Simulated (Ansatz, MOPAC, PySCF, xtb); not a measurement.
Dissociation curve of H2, singlet.

GFN1-xTB (xtb); PM7, restricted, heats of formation (MOPAC); UKS-B3LYP/3-21G = unrestricted B3LYP/3-21G in PySCF; FCI = Ansatz (a program for electronic structure) with full CI/cc-pVTZ, frozen core.

Energies relative to the lowest point of each curve near equilibrium, in kcal/mol; the last columns give the difference from FCI:

| R / Å | GFN1-xTB | PM7 | UKS-B3LYP/3-21G | FCI | GFN1-xTB − FCI | PM7 − FCI | UKS-B3LYP/3-21G − FCI |
|---|---|---|---|---|---|---|---|
| 0.60 | 21.4 | 22.7 | 12.8 | 11.8 | 9.6 | 10.8 | 1.0 |
| 0.63 | 13.2 | 14.1 | 7.5 | 6.8 | 6.4 | 7.2 | 0.7 |
| 0.68 | 4.6 | 4.8 | 2.2 | 1.9 | 2.7 | 2.9 | 0.3 |
| 0.70 | 2.5 | 2.6 | 1.0 | 0.8 | 1.7 | 1.7 | 0.2 |
| 0.74 | 0.3 | 0.2 | 0.0 | 0.0 | 0.3 | 0.2 | 0.0 |
| 0.75 | 0.0 | 0.0 | 0.0 | 0.0 | 0.0 | 0.0 | 0.0 |
| 0.78 | 0.0 | 0.2 | 0.4 | 0.5 | -0.5 | -0.3 | -0.1 |
| 0.80 | 0.5 | 1.0 | 1.1 | 1.2 | -0.7 | -0.3 | -0.1 |
| 0.81 | 0.8 | 1.5 | 1.5 | 1.6 | -0.8 | -0.1 | -0.1 |
| 0.86 | 3.6 | 5.6 | 4.4 | 4.5 | -0.8 | 1.1 | -0.1 |
| 0.92 | 8.2 | 13.0 | 9.1 | 9.2 | -0.9 | 3.8 | 0.0 |
| 1.01 | 16.1 | 27.4 | 18.0 | 17.7 | -1.6 | 9.7 | 0.3 |
| 1.14 | 28.5 | 51.7 | 32.3 | 31.4 | -2.9 | 20.3 | 0.9 |
| 1.24 | 38.3 | 71.1 | 43.6 | 42.0 | -3.8 | 29.0 | 1.6 |
| 1.33 | 47.0 | 88.1 | 53.7 | 51.2 | -4.2 | 36.9 | 2.5 |
| 1.51 | 63.7 | 119.5 | 72.6 | 67.4 | -3.7 | 52.1 | 5.2 |
| 1.67 | 77.4 | 143.7 | 85.5 | 79.2 | -1.8 | 64.5 | 6.3 |
| 1.84 | 90.2 | 165.4 | 94.7 | 88.8 | 1.5 | 76.7 | 6.0 |
| 2.02 | 102.0 | 184.4 | 100.8 | 96.0 | 6.0 | 88.4 | 4.8 |
| 2.25 | 114.3 | 203.5 | — | 101.8 | 12.5 | 101.7 | — |
| 2.64 | 129.0 | 225.9 | — | 106.3 | 22.7 | 119.6 | — |
| 2.98 | 136.8 | 238.5 | — | 107.6 | 29.2 | 130.9 | — |

GFN1-xTB is furthest from FCI at 2.98 (29.2 kcal/mol, above); its mean absolute difference over the points is 5.2 kcal/mol.

PM7 is furthest from FCI at 2.98 (130.9 kcal/mol, above); its mean absolute difference over the points is 34.5 kcal/mol.

UKS-B3LYP/3-21G is furthest from FCI at 1.67 (6.3 kcal/mol, above); its mean absolute difference over the points is 1.6 kcal/mol.

Dashes: no converged value, or the column stops at the first point that the program doubted or that broke a chosen test of continuity, which isn't proof of a fault.

The restricted form behind PM7 keeps the bonding electrons paired and can't separate into open-shell fragments. The unrestricted solution behind UKS-B3LYP/3-21G changes between 2.02 and 2.25 Å, which can leave a kink. The unrestricted determinant behind UKS-B3LYP/3-21G is spin-contaminated at 1.51 to 2.02 Å (<S²> up to 0.7, against 0.00 for a pure singlet).
